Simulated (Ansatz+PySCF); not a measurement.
## doublet CH: levels of theory in one basis

```
atom   x (Å)   y (Å)    z (Å)
   C  0.0000  0.0000  -0.2503
   H  0.0000  0.0000   1.5016
```

Basis set: 6-31G (spherical functions). Frozen core: 1 orbital. Correlation on ROHF uses semicanonical orbitals with singles. Charge 0, multiplicity 2.

Computed with Ansatz (development build ahead of 0.2.0) and PySCF 2.14.0; each method stands on the lowest determinant of its kind that the runs found.

```csv
method,E − E(ROHF) (eV),<S²> of the determinant
ROHF,0.00,–
UHF,-0.53,1.26
ROHF-MP2,-1.59,–
ROHF-CCSD,-2.49,–
ROHF-CCSD(T),-2.54,–
UHF-CCSD(T),-2.53,1.26
full CI (lowest root of this spin),-2.55,–
```

Task: What does UHF-MP2 give on the same scale?

Result: -1.46 eV.

At such a shape the full CI root can have another spatial symmetry than the determinants, so the rows needn't describe one state.

Task: Is a single determinant a sound starting point here?

Result: It is doubtful. Unrestricted orbitals lower Hartree–Fock by 0.53 eV and <S²> is 1.26 where a pure state has 0.75, a sign of strong static correlation.

Caution for UHF, UHF-MP2, UHF-CCSD(T): the unrestricted determinant is spin contaminated. Caution for ROHF-MP2, ROHF-CCSD, ROHF-CCSD(T): bonds are stretched, where a single reference can fail. Caution for UHF-MP2, UHF-CCSD(T): large amplitudes, a single reference is doubtful.
